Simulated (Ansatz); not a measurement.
Geometry optimisation, Ansatz 0.2.0, RKS B3LYP-D4/def2-SVP.

Input:

```yaml
crystal:
  periodic: [false, false, false]
  atoms:
    - { symbol: B, position_ang: [0.0, 0.0, 0.0] }
    - { symbol: Cl, position_ang: [0.0, 0.0, 2.21] }
    - { symbol: H, position_ang: [1.0305, 0.0, -0.595] }
    - { symbol: F, position_ang: [-1.1431, 0.0, -0.66] }
    - { symbol: H, position_ang: [0.0623, -1.4126, 0.4698] }
    - { symbol: H, position_ang: [0.0555, -1.258, 1.3665] }
basis:
  gaussian: { orbitals: def2-SVP }
hamiltonian:
  xc: b3lyp
  dispersion: d4
relax:
  f_tol: 0.15
  max_steps: 25
  restrain:
    - { distance: [0, 4], at: 2.39, k: 30.0 }
    - { distance: [5, 1], at: 2.57, k: 30.0 }
    - { distance: [0, 1], at: 1.86, k: 30.0 }
    - { distance: [5, 4], at: 0.66, k: 30.0 }
output:
  orbitals: {}
```

Run as:

```bash
$ ansatz run input.yaml --threads 1 --pin off --max-ram 2048MiB --backend cpu --events-out ev --progress --plain --runs-dir out
```

Question: Where does it end, and by what steps?

Answer: The run converged. The restraints hold the end off the free minimum; the threshold counts their pulls, which the force column leaves out. Restrained pairs: B1–H5 (1.49 → 2.40 Å), Cl2–H6 (1.52 → 2.58 Å), B1–Cl2 (2.21 → 1.82 Å), H5–H6 (0.91 → 0.72 Å). After 8 steps the energy has fallen by 2.482 eV (the restraints' own energy left out); Cl2 moved furthest, 0.72 Å.

| step | energy less start (eV) | largest force component (eV/Å) | accepted |
| --- | --- | --- | --- |
| 0 | 0.0000 | 3.360 | yes |
| 1 | -0.5974 | 2.093 | yes |
| 2 | -1.0195 | 4.401 | yes |
| 3 | -1.8030 | 3.120 | yes |
| 4 | -2.3598 | 2.839 | yes |
| 5 | -2.4269 | 1.808 | yes |
| 6 | -2.4815 | 1.111 | no |
| 7 | -2.4791 | 1.213 | yes |
| 8 | -2.4818 | 1.508 | yes |

```xyz
6
Properties=species:S:1:pos:R:3
B -0.008 0.255 0.149
Cl -0.051 0.660 1.925
H 1.038 0.179 -0.426
F -1.146 0.135 -0.490
H 0.042 -2.113 0.500
H 0.130 -1.787 1.133
```

The run took 6.5 s on 1 thread of AMD EPYC 9R45 96-Core Processor (Zen 5), with other jobs on the host, peak memory 0.15 GiB.
